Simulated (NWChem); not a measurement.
# triplet SiH3Cl at 4 levels

Wanted: a comparison of 4 runs (UHF/STO-3G, UHF/3-21G, UB3LYP/6-31G*) of triplet SiH3Cl. 

The calculation is run with NWChem 7.3.0.

69 further runs of the same task are left out: 69 set aside as unsound or not needed.

## 1. The molecule

The species is SiH3Cl (5 atoms), meant as a triplet with charge 0. As SMILES of the parent species, `[SiH3]Cl`. Geometry: relaxed at PBE0-D4/def2-TZVP. That shape belongs to the parent species and isn't relaxed for this state.

Bond lengths: Si1–Cl2 2.054 Å, Si1–H3 1.481 Å, Si1–H4 1.481 Å, Si1–H5 1.481 Å. Angles: Cl2–Si1–H3 108.5°, Cl2–Si1–H4 108.5°, Cl2–Si1–H5 108.5°, H3–Si1–H4 110.4°, H3–Si1–H5 110.4°, H4–Si1–H5 110.4°.

## 2. A single-point energy at UHF/STO-3G (run 1)

Input file clh3si.nw:

```
start clh3si
memory total 2200 mb

geometry units angstroms noautosym nocenter noautoz
  Si    -0.112000     0.018600    -0.030900
  Cl     1.838300    -0.513500     0.329900
  H     -0.950900    -0.488300     1.079100
  H     -0.534700    -0.585700    -1.314900
  H     -0.190800     1.495400    -0.104700
end

basis spherical bse
  Si library STO-3G
  Cl library STO-3G
  H library STO-3G
end

scf
  triplet
  uhf
  thresh 1e-08
  maxiter 80
  noprint "final vectors analysis"
end

task scf
```

Started as:

```bash
$ nwchem clh3si.nw > clh3si.out
```

Standard output:

```text
[...]
  functions       =    21
[...]
  wavefunction    = UHF
[...]
         Total SCF energy =   -741.620523969468
      One electron energy =  -1201.424018949388
      Two electron energy =    373.466270509671
 Nuclear repulsion energy =     86.337224470250
                       Sz =      1.0000
                 Sz(Sz+1) =      2.0000
                      S^2 =      2.0017
[...]
```

It took 7.2 s on 1 thread of Intel Xeon Platinum 8488C (Sapphire Rapids), shared host; peak memory 0.1 GiB.

## 3. The energy at UHF/3-21G (run 2)

Input file clh3si.nw:

```
start clh3si
title "ClH3Si"
memory total 2200 mb
charge 0

geometry units atomic noautosym nocenter noautoz
   Si -0.21164933  0.03514891 -0.05839254
   Cl  3.47388353 -0.97037436  0.62342065
   H  -1.79694057 -0.92275327  2.03920346
   H  -1.01043656 -1.10681259 -2.48480088
   H  -0.36055974  2.82589645 -0.19785433
end

basis spherical bse
   * library 3-21G
end

scf
   triplet
   uhf
   thresh 1e-08
   maxiter 80
   noprint "final vectors analysis"
end

task scf energy
```

Started as:

```bash
$ nwchem clh3si.nw > clh3si.out
```

Standard output:

```text
[...]
  functions       =    32
[...]
  wavefunction    = UHF
[...]
         Total SCF energy =   -746.180341047351
      One electron energy =  -1204.170995913007
      Two electron energy =    371.653436589625
 Nuclear repulsion energy =     86.337218276031
                       Sz =      1.0000
                 Sz(Sz+1) =      2.0000
                      S^2 =      2.0073
[...]
```

Wall time 9.6 s (1 thread of Intel Xeon Platinum 8488C (Sapphire Rapids), shared host); peak memory 0.1 GiB.

## 4. A single-point energy at UB3LYP/6-31G(d) (spherical functions) (run 3)

Input file run.py:

```python
from ase import Atoms
from ase.calculators.nwchem import NWChem

atoms = Atoms(['Si', 'Cl', 'H', 'H', 'H'], positions=[
    [-0.112000, 0.018600, -0.030900],
    [1.838300, -0.513500, 0.329900],
    [-0.950900, -0.488300, 1.079100],
    [-0.534700, -0.585700, -1.314900],
    [-0.190800, 1.495400, -0.104700],
])

calc = NWChem(
    label='clh3si',
    theory='dft',
    memory='2200 mb',
    basis='6-31G*',
    basispar='spherical bse',
    dft={'xc': 'b3lyp', 'mult': '3', 'grid': 'xfine', 'convergence': 'energy 1e-08', 'iterations': '100', 'mulliken': None, 'print': 'low'},
    task='energy',
)
atoms.calc = calc

print("Total energy (eV):", round(atoms.get_potential_energy(), 6))
```

Started as:

```bash
$ export ASE_NWCHEM_COMMAND="nwchem PREFIX.nwi > PREFIX.nwo"
$ python run.py
```

Standard output:

```text
Total energy (eV): -20442.966341
```

The calculator wrote clh3si.nwi:

```
title "clh3si"

permanent_dir clh3si

scratch_dir clh3si

start clh3si

geometry units angstrom nocenter noautosym noautoz
  Si -1.1200000000000000e-01 1.8599999999999998e-02 -3.0900000000000000e-02
  Cl 1.8383000000000000e+00 -5.1349999999999996e-01 3.2990000000000003e-01
  H  -9.5089999999999997e-01 -4.8830000000000001e-01 1.0790999999999999e+00
  H  -5.3469999999999995e-01 -5.8570000000000000e-01 -1.3149000000000000e+00
  H  -1.9080000000000000e-01 1.4954000000000001e+00 -1.0470000000000000e-01
end

memory 2200 mb

basis spherical bse noprint
   * library 6-31G*
end

dft
  xc b3lyp
  mult 3
  grid xfine
  convergence energy 1e-08
  iterations 100
  mulliken
  print low
end

task dft energy
```

clh3si.nwo:

```text
Northwest Computational Chemistry Package (NWChem) 7.3.0
             --------------------------------------------------------

           Job information
           ---------------

    nwchem branch   = 7.3.0
    use scalapack   = T
    input           = clh3si.nwi
    prefix          = clh3si.
    data base       = clh3si/clh3si.db
    status          = startup
    nproc           =        1

           Memory information
           ------------------

    heap     =     72089596 doubles =      550.0 Mbytes
    stack    =     72089601 doubles =      550.0 Mbytes
    global   =    144179200 doubles =     1100.0 Mbytes (distinct from heap & stack)
    total    =    288358397 doubles =     2200.0 Mbytes
    verify   = yes
    hardfail = no

[... 37 lines left out ...]
            Nuclear Dipole moment (a.u.)
[... 80 lines left out ...]
   convergence    iter        energy       DeltaE   RMS-Dens  Diis-err    time
[... 13 lines left out ...]
         Total DFT energy =     -751.265162416411
      One electron energy =    -1209.210183249492
           Coulomb energy =      421.873989867152
    Exchange-Corr. energy =      -50.266193504321
 Nuclear repulsion energy =       86.337224470249
[... 41 lines left out ...]
     ------------------------------------------
      Spin Density - Lowdin Population Analysis
     ------------------------------------------

    Atom       Charge   Shell Charges
 -----------   ------   -------------------------------------------------------
    1 Si  14     0.91   0.00  0.00  0.01  0.04  0.29  0.01  0.46  0.10
    2 Cl  17     0.79   0.00  0.00  0.02  0.08  0.50 -0.00  0.19  0.01
    3 H    1     0.21   0.13  0.08
    4 H    1     0.04   0.02  0.02
    5 H    1     0.04   0.02  0.02

     --------------------------
     Expectation value of S2:
     --------------------------
      <S2> =      2.0039 (Exact =     2.0000)

 Task  times  cpu:       35.0s     wall:       35.0s
 Total times  cpu:       35.0s     wall:       35.0s
```

Run time: 37 s. Hardware: 1 thread of Intel Xeon Platinum 8488C (Sapphire Rapids), shared host; peak memory 0.13 GiB.

## 5. A single-point energy at UB3LYP/6-31G(d) (Cartesian functions) (run 4)

Input file run.py:

```python
from ase import Atoms
from ase.calculators.nwchem import NWChem

atoms = Atoms(['Si', 'Cl', 'H', 'H', 'H'], positions=[
    [-0.112000, 0.018600, -0.030900],
    [1.838300, -0.513500, 0.329900],
    [-0.950900, -0.488300, 1.079100],
    [-0.534700, -0.585700, -1.314900],
    [-0.190800, 1.495400, -0.104700],
])

calc = NWChem(
    label='clh3si',
    theory='dft',
    memory='2200 mb',
    basis='6-31G*',
    dft={'xc': 'b3lyp', 'mult': '3', 'grid': 'xfine', 'convergence': 'energy 1e-08', 'iterations': '100', 'mulliken': None},
    task='energy',
)
atoms.calc = calc

print(f"energy = {atoms.get_potential_energy():.6f} eV")
```

Started as:

```bash
$ export ASE_NWCHEM_COMMAND="nwchem PREFIX.nwi > PREFIX.nwo"
$ python run.py
```

Standard output:

```text
energy = -20443.105899 eV
```

The calculator wrote clh3si.nwi:

```
title "clh3si"

permanent_dir clh3si

scratch_dir clh3si

start clh3si

geometry units angstrom nocenter noautosym noautoz
  Si -1.1200000000000000e-01 1.8599999999999998e-02 -3.0900000000000000e-02
  Cl 1.8383000000000000e+00 -5.1349999999999996e-01 3.2990000000000003e-01
  H  -9.5089999999999997e-01 -4.8830000000000001e-01 1.0790999999999999e+00
  H  -5.3469999999999995e-01 -5.8570000000000000e-01 -1.3149000000000000e+00
  H  -1.9080000000000000e-01 1.4954000000000001e+00 -1.0470000000000000e-01
end

memory 2200 mb

basis noprint
   * library 6-31G*
end

dft
  xc b3lyp
  mult 3
  grid xfine
  convergence energy 1e-08
  iterations 100
  mulliken
end

task dft energy
```

clh3si.nwo:

```text
Northwest Computational Chemistry Package (NWChem) 7.3.0
             --------------------------------------------------------

           Job information
           ---------------

    nwchem branch   = 7.3.0
    use scalapack   = T
    input           = clh3si.nwi
    prefix          = clh3si.
    data base       = clh3si/clh3si.db
    status          = startup
    nproc           =        1

           Memory information
           ------------------

    heap     =     72089596 doubles =      550.0 Mbytes
    stack    =     72089601 doubles =      550.0 Mbytes
    global   =    144179200 doubles =     1100.0 Mbytes (distinct from heap & stack)
    total    =    288358397 doubles =     2200.0 Mbytes
    verify   = yes
    hardfail = no

[... 98 lines left out ...]
  convergence criterion.
[... 17 lines left out ...]
          Convergence on gradient requested:  5.00D-04
[... 26 lines left out ...]
          Convergence aids based upon iterative change in
[... 28 lines left out ...]
 1-e energy   =   -1208.815292
[... 56 lines left out ...]
         Total DFT energy =     -751.270291063453
[... 2 lines left out ...]
    Exchange-Corr. energy =      -50.234792438478
[... 318 lines left out ...]
                     DFT Final Beta Molecular Orbital Analysis
[... 387 lines left out ...]
 center of mass
 --------------
 x =   1.70327344 y =  -0.48730205 z =   0.29586769

 moments of inertia (a.u.)
 ------------------
          45.802052986454          61.560571873015         -41.741956533313
          61.560571873015         254.645027951691          11.388795859001
         -41.741956533313          11.388795859001         263.718594129886

     Multipole analysis of the density
     ---------------------------------

     L   x y z        total         alpha         beta         nuclear
     -   - - -        -----         -----         ----         -------
     0   0 0 0     -0.000000    -18.000000    -16.000000     34.000000

     1   1 0 0      0.413409    -26.972559    -25.539021     52.924989
[... 8 lines of this table left out ...]
     2   0 0 2    -20.330553    -21.560350    -15.796775     17.026572

 Task  times  cpu:       38.4s     wall:       38.4s
 Total times  cpu:       38.5s     wall:       38.5s
```

It took 41 s on 1 thread of Intel Xeon Platinum 8488C (Sapphire Rapids), shared host; peak memory 0.13 GiB.

## 6. Overview of the runs

```
run                                level  iteration cap  module  energy (Eh)  dipole moment (D)   ⟨S²⟩  wall time
  1                           UHF/STO-3G             80     scf  -741.620524               1.83  2.002      7.2 s
  2                            UHF/3-21G             80     scf  -746.180341               2.95  2.007      9.6 s
  3  UB3LYP/6-31G* (spherical functions)            100     dft  -751.265162                  –  2.004       37 s
  4  UB3LYP/6-31G* (Cartesian functions)            100     dft  -751.270291               1.37  2.004       41 s
```

## 7. Summary of results

```
                                 quantity          value
                      run 4: total energy  -751.27029 Eh
                     run 4: dipole moment         1.37 D
run 4: HOMO energy (highest over α and β)       -2.06 eV
                              run 4: ⟨S²⟩          2.004
```

What this shows: Over runs 1, 2, 4 the dipole moment (its size) runs from 1.37 D (UB3LYP/6-31G*) to 2.95 D (UHF/3-21G). The two ends differ in method and basis. In run 1 the basis is minimal, so the values are rough. All runs together took 95 s, the longest 41 s.
